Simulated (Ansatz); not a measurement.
Input file:

```yaml
crystal:
  periodic: [false, false, false]
  atoms:
    - {symbol: O, position_ang: [-1.075191, -0.027457, 0.000000]}
    - {symbol: H, position_ang: [-1.324500, 0.899119, 0.000000]}
    - {symbol: H, position_ang: [0.044809, -0.027457, 0.000000]}
    - {symbol: O, position_ang: [1.155809, -0.027457, 0.000000]}
basis:
  gaussian: {orbitals: cc-pVDZ}
magnetization: {spin_polarized: false, initial_magnetization: 2}
correlation: {method: ccsdt_q, electrons: outside_noble_gas}
```

```sh
$ ansatz run in.yaml --threads 1 --pin off --events-out ev --progress --plain --max-ram 2393MiB
```

(1) Roughly how long does this take on 1 thread of Arm Neoverse V1, shared host, and how much host memory?

```
615 factors; integrals over basis functions are off by at most 2.0e-7 eV
mean field evaluation 1: about -4099.7781 eV, gradient 2.2e1 eV
mean field evaluation 2: about -4099.7928 eV, gradient 2.2e1 eV
mean field evaluation 4: about -4101.4810 eV, gradient 3.7e0 eV
mean field evaluation 8: about -4101.5458 eV, gradient 6.0e-1 eV
mean field evaluation 16: about -4101.5736 eV, gradient 1.9e-3 eV
mean field evaluation 32: about -4101.5729 eV, gradient 7.4e-2 eV
mean field evaluation 64: about -4101.2443 eV, gradient 2.9e-6 eV
mean field evaluation 96: about -4101.5260 eV, gradient 2.8e-6 eV
mean field evaluation 128: about -4101.5332 eV, gradient 1.3e0 eV
mean field evaluation 160: about -4101.5532 eV, gradient 8.7e-2 eV
...
cycle  20  -10.35229749 eV  change   -9.6e-6 eV  update   2.3e-5
cycle  21  -10.35230593 eV  change   -8.4e-6 eV  update   1.4e-5
cycle  22  -10.35230668 eV  change   -7.5e-7 eV  update   8.5e-6
cycle  23  -10.35230338 eV  change    3.3e-6 eV  update   6.6e-6
cycle  24  -10.35229924 eV  change    4.1e-6 eV  update   5.1e-6
cycle  25  -10.35229733 eV  change    1.9e-6 eV  update   4.1e-6
cycle  26  -10.35229728 eV  change    5.0e-8 eV  update   3.0e-6
cycle  27  -10.35229956 eV  change   -2.3e-6 eV  update   2.0e-6
cycle  28  -10.35230157 eV  change   -2.0e-6 eV  update   1.3e-6
cycle  29  -10.35230195 eV  change   -3.8e-7 eV  update   8.2e-7
perturbative correction -0.02533024 eV, -0.0009308691 hartree
Total energy: -4111.95121188 eV, -151.1114198558 hartree
```

For the same geometry and basis UCCSDT(Q) lies 2.0 meV lower.

Results:

(1) 48 s wall and 0.63 GiB.
